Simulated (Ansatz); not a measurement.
C4H5F can be A, `CC1C=C1F`, or B, `FC1=CCC1`.

Gas-phase electronic energies from Ansatz, PBE0-D4/def2-TZVP geometries. CCSD(T)/CBS is the MP2 limit (def2-TZVPP, def2-QZVPP) plus CCSD(T) − MP2 in def2-TZVPP, frozen cores. DFT in def2-TZVPP. B3LYP here is the variant with VWN-RPA as its local correlation; programs differ in this.

Question: Which is lower in electronic energy at CCSD(T)/CBS, and by how much? (An estimate is asked.)

Answer: The calculation gave: B, by 129.8 kJ/mol.

Question: Give E(B) − E(A) in kJ/mol with MP2/def2-TZVPP, PBE0-D4, B3LYP-D4, r2SCAN-D4, CCSD(T)/def2-TZVPP, B3LYP, HF/def2-TZVPP. (Estimate.)

Answer: Ansatz gave: MP2/def2-TZVPP -126.9, PBE0-D4 -128.7, B3LYP-D4 -123.3, r2SCAN-D4 -124.1, CCSD(T)/def2-TZVPP -129.7, B3LYP -121.8, HF/def2-TZVPP -133.4. None reverses the order clearly.

Question: Does the order hold for the free energy at 298.15 K (harmonic terms from PBE0-D4)? (Best estimate.)

Answer: Computed: Yes: G(B) − G(A) = -121.5 kJ/mol.

Largest T1 diagnostic: 0.011.

From PBE to PBE0 (25 % exact exchange), in def2-TZVPP and without D4, E(B) − E(A) moves by −6.6 kJ/mol. Leaving LDA and LC-ωPBE aside and taking each functional with its dispersion term where it has one, the values, not all of them listed here, spread over 14.2 kJ/mol, from PBE-QIDH to BLYP-D4. LDA lies −8.2 kJ/mol from PBE without D4.
